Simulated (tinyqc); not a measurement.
Worked calculation: MP2 on RHF in the sto-6g basis, frozen core, for H2O, spin multiplicity 1. One step of it, computed by the program tinyqc.

Task: Iteration 8 (converged): orbitals. Diagonalise F' = X^T F X, C = X C', fill 5 alpha and 5 beta electrons from the bottom; D = 2 C_occ C_occ^T. Each column has its largest component positive (the first on a tie).

converged F (hartree):
```
             1O 1s      1O 2s     1O 2px     1O 2py     1O 2pz      2H 1s      3H 1s
1O 1s   -20.498086  -4.960948   0.000000   0.000000  -0.025541  -0.929835  -0.929835
1O 2s    -4.960948  -2.302644   0.000000   0.000000  -0.075250  -0.836321  -0.836321
1O 2px    0.000000   0.000000  -0.383222   0.000000   0.000000   0.000000   0.000000
1O 2py    0.000000   0.000000   0.000000  -0.258251   0.000000  -0.385555   0.385555
1O 2pz   -0.025541  -0.075250   0.000000   0.000000  -0.289777  -0.297425  -0.297425
2H 1s    -0.929835  -0.836321   0.000000  -0.385555  -0.297425  -0.443028  -0.241694
3H 1s    -0.929835  -0.836321   0.000000   0.385555  -0.297425  -0.241694  -0.443028
```

X:
```
                1          2          3         4          5          6         7
1O 1s   -0.327954   0.000000   0.744702  0.000000  -0.607773   0.000000  0.180742
1O 2s    1.082017   0.000000  -0.264133  0.000000  -0.270466   0.000000  0.458207
1O 2px   0.000000   0.000000   0.000000  1.000000   0.000000   0.000000  0.000000
1O 2py   0.000000   0.909776   0.000000  0.000000   0.000000   0.664323  0.000000
1O 2pz   0.439564   0.000000   0.653071  0.000000   0.662778   0.000000  0.186373
2H 1s   -0.682294  -0.779405  -0.178045  0.000000   0.145103   0.387722  0.379921
3H 1s   -0.682294   0.779405  -0.178045  0.000000   0.145103  -0.387722  0.379921
```

Give: F' = X^T F X; orbital energies; coefficients C; D after iteration 8.

Result:

F' = X^T F X (hartree):
```
         1       2        3        4        5        6        7
1  -0.1432  0.0000   2.1090   0.0000  -1.5938   0.0000   0.4218
2   0.0000  0.6352   0.0000   0.0000   0.0000   0.0929   0.0000
3   2.1090  0.0000  -9.2686   0.0000   8.8451   0.0000  -4.1942
4   0.0000  0.0000   0.0000  -0.3832   0.0000   0.0000   0.0000
5  -1.5938  0.0000   8.8451   0.0000  -9.1349   0.0000   4.3061
6   0.0000  0.0929   0.0000   0.0000   0.0000  -0.5717   0.0000
7   0.4218  0.0000  -4.1942   0.0000   4.3061   0.0000  -3.1191
```

orbital energies (hartree): MO1 -20.5011, MO2 -1.2162, MO3 -0.5788, MO4 -0.4187, MO5 -0.3832, MO6 0.4704, MO7 0.6423

coefficients C:
```
            MO1      MO2      MO3      MO4     MO5      MO6      MO7
1O 1s    0.9968  -0.2265   0.0000   0.0837  0.0000   0.1109   0.0000
1O 2s    0.0147   0.8779   0.0000  -0.4649  0.0000  -0.7325   0.0000
1O 2px   0.0000   0.0000   0.0000   0.0000  1.0000   0.0000   0.0000
1O 2py   0.0000   0.0000   0.5930   0.0000  0.0000   0.0000   0.9578
1O 2pz   0.0024   0.0867   0.0000   0.7882  0.0000  -0.6819   0.0000
2H 1s   -0.0030   0.1460   0.4460   0.3075  0.0000   0.7394  -0.7476
3H 1s   -0.0030   0.1460  -0.4460   0.3075  0.0000   0.7394   0.7476
```

D after iteration 8:
```
          1O 1s    1O 2s  1O 2px   1O 2py   1O 2pz    2H 1s    3H 1s
1O 1s    2.1038  -0.4462  0.0000   0.0000   0.0974  -0.0207  -0.0207
1O 2s   -0.4462   1.9743  0.0000   0.0000  -0.5805  -0.0296  -0.0296
1O 2px   0.0000   0.0000  2.0000   0.0000   0.0000   0.0000   0.0000
1O 2py   0.0000   0.0000  0.0000   0.7033   0.0000   0.5290  -0.5290
1O 2pz   0.0974  -0.5805  0.0000   0.0000   1.2574   0.5100   0.5100
2H 1s   -0.0207  -0.0296  0.0000   0.5290   0.5100   0.6297  -0.1661
3H 1s   -0.0207  -0.0296  0.0000  -0.5290   0.5100  -0.1661   0.6297
```
